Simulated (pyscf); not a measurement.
**Four-centre exchange: F–Mg–F (SMILES [F][Mg][F]) + Cl–Si(Cl)(Cl)–Cl (SMILES Cl[Si](Cl)(Cl)Cl) → F–Mg–Cl (SMILES [F][Mg][Cl]) + F–Si(Cl)(Cl)–Cl (SMILES F[Si](Cl)(Cl)Cl)**

Gas phase, singlet surface, charge 0. Bonds broken: Mg1–F2, Si4–Cl5. Bonds formed: Mg1–Cl5, F2–Si4. Single points on ωB97X-D3(BJ)/def2-SVP structures (PySCF, gas phase).

Transition state (Å):

```xyz
8

Mg     0.9455     1.1279     0.0048
F     -0.5900     0.0230    -0.7478
F      1.4767     2.7934    -0.2060
Si    -0.7115    -1.1710     0.4938
Cl     1.6609    -1.1227     0.0616
Cl    -0.4266    -3.1221     1.0283
Cl    -2.7592    -1.2324     0.2863
Cl    -0.4081     0.2028     2.0679
```

One imaginary mode, 46i cm⁻¹; descent along it reached the two sides named, in the forms told below.

| bond | change | reactant side (Å) | saddle | product side |
|---|---|---|---|---|
| Mg1–F2 | breaks | 1.941 | 2.036 | 2.119 |
| Si4–Cl5 | breaks | 2.169 | 2.412 | 3.8 |
| Mg1–Cl5 | forms | 2.539 | 2.362 | 2.216 |
| F2–Si4 | forms | 1.817 | 1.727 | 1.652 |

Electronic energies relative to the separated reactants (kJ/mol):

| level | barrier | reaction energy | reverse barrier |
|---|---|---|---|
| ωB97X-D3(BJ)/def2-TZVP | -71.3 | -68.7 | -2.6 |
| PBE/def2-TZVP | -36.0 | -64.4 | 28.5 |
| r²SCAN/def2-TZVP | -51.3 | -74.5 | 23.2 |
| B3LYP-D3(BJ)/def2-TZVP | -41.7 | -68.5 | 26.9 |
| PBE0-D3(BJ)/def2-TZVP | -50.1 | -67.4 | 17.2 |
| M06-2X/def2-TZVP | -55.5 | -79.5 | 24.0 |
| ωB97M-D3(BJ)/def2-TZVP | -43.9 | -71.5 | 27.7 |
| HF/def2-TZVP | 6.6 | -98.2 | 104.9 |

With ωB97M-D3(BJ)/def2-TZVP energies and thermal terms (ideal gas, 1 atm, RRHO with modes under 100 cm⁻¹ raised to 100, one conformer, R ln 2 for chiral ones without a mode under 150 cm⁻¹), in kJ/mol:

```tsv
T (K)	ΔH‡	ΔG‡	ΔH	ΔG
298	-42.6	2.9	-70.5	-76.1
600	-41.5	48.5	-70.9	-81.6
900	-40.2	93.3	-71.1	-87.0
1200	-38.9	137.6	-71.2	-92.3
```

On the reactant side the descent ends in an adduct with a Mg–Si, Cl–Mg, Cl–Mg, F–Si contact, 76.9 kJ/mol under the separated species and 5.7 kJ/mol under the saddle at ωB97X-D3(BJ)/def2-TZVP. On the product side the descent ends in an adduct with a F–Mg contact, 53.9 kJ/mol under the separated species and 51.3 kJ/mol under the saddle at ωB97X-D3(BJ)/def2-TZVP. At ωB97X-D3(BJ)/def2-TZVP, PBE, r²SCAN, B3LYP-D3(BJ), PBE0-D3(BJ), M06-2X, ωB97M-D3(BJ) the saddle lies under the separated reactants, which points to a path from their complex (located at ωB97X-D3(BJ) alone). At ωB97X-D3(BJ) the saddle lies under the separated products, which points to a path from their complex (located at ωB97X-D3(BJ) alone). What is counted as formed (Cl–Mg, F–Si) is already present as a longer contact in the reactant adduct; forming that adduct is a step of its own. What is counted as broken (F–Mg) persists as a longer contact in the product adduct; parting that adduct is a step of its own. This is the saddle that the search found; another between the same sides may lie lower.
